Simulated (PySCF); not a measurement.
**Splitting trees**

Atoms are numbered as in `[CH3:1]/[CH:2]=[CH:3]\[CH:4]=[CH:5]\[CH3:6]`; H(Xn) means a hydrogen on atom n.

One conformer, in vacuum, no relativistic terms, one averaged value for each set of equivalent atoms. J: B3LYP/pcJ-1 (without the spin–dipole term); structure optimised with PBE0-D3(BJ)/def2-SVP; NMR shieldings at PBE0/pcSseg-1/GIAO; PySCF 2.14.

Shifts are taken against calculated references (same method and geometry level): 13C (184.41 ppm) and 1H (31.27 ppm) vs TMS.

Spectrometer: 500 MHz for 1H. First-order analysis; couplings under 1 Hz (under 4 Hz in carbon signals) are ignored, and nearly equal couplings are merged; the smaller ones broaden or split the lines further.

Problem. What pattern does C1 show in the proton-coupled 13C spectrum?

Solution. A quartet of doublets of doublets at δ 16.0: 132.7 Hz to H(C1) (3 × 1H, 1 bond away), 9.9 Hz to H(C3) (1 × 1H, 3 bonds away), 5.1 Hz to H(C2) (1 × 1H, 2 bonds away). Lines in Hz from the centre (relative intensity): +206.6 (1), +201.4 (1), +196.7 (1), +191.6 (1), +73.8 (3), +68.8 (3), +64.0 (3), +58.9 (3), -58.9 (3), -64.0 (3), -68.8 (3), -73.8 (3), -191.6 (1), -196.7 (1), -201.4 (1), -206.6 (1). The outer lines are 413.1 Hz apart, the sum of the couplings kept, or 3.286 ppm at this field.

Problem. What pattern does H(C5) show (1H)?

Solution. A doublet of quartets of quintets at δ 5.71: 15.7 Hz to H(C4) (1 × 1H, 3 bonds away), 8.2 Hz to H(C6) (3 × 1H, 3 bonds away), 1.1 Hz to H(C2) and H(C1) (4 × 1H, 5 or 6 bonds away).

Problem. What pattern does H(C3) show (1H)?

Solution. A triplet of quartets at δ 6.00: 12.4 Hz to H(C2) and H(C4) (2 × 1H, 3 bonds away), 2.5 Hz to H(C1) (3 × 1H, 4 bonds away). Lines in Hz from the centre (relative intensity): +16.1 (1), +13.7 (3), +11.2 (3), +8.7 (1), +3.8 (2), +1.2 (6), -1.2 (6), -3.8 (2), -8.7 (1), -11.2 (3), -13.7 (3), -16.1 (1). The outer lines are 32.3 Hz apart, the sum of the couplings kept, or 0.065 ppm at this field.

Problem. What pattern does C2 show in the proton-coupled 13C spectrum?

Solution. A doublet of quartets of doublets at δ 132.2: 161.8 Hz to H(C2) (1 × 1H, 1 bond away), 7.1 Hz to H(C1) (3 × 1H, 2 bonds away), 4.0 Hz to H(C4) (1 × 1H, 3 bonds away). Lines in Hz from the centre (relative intensity): +93.5 (1), +89.5 (1), +86.5 (3), +82.5 (3), +79.3 (3), +75.3 (3), +72.2 (1), +68.2 (1), -68.2 (1), -72.2 (1), -75.3 (3), -79.3 (3), -82.5 (3), -86.5 (3), -89.5 (1), -93.5 (1). The outer lines are 187.1 Hz apart, the sum of the couplings kept, or 1.488 ppm at this field.

Unscaled 3J(H,H) at this level run about 10 % above measured values.
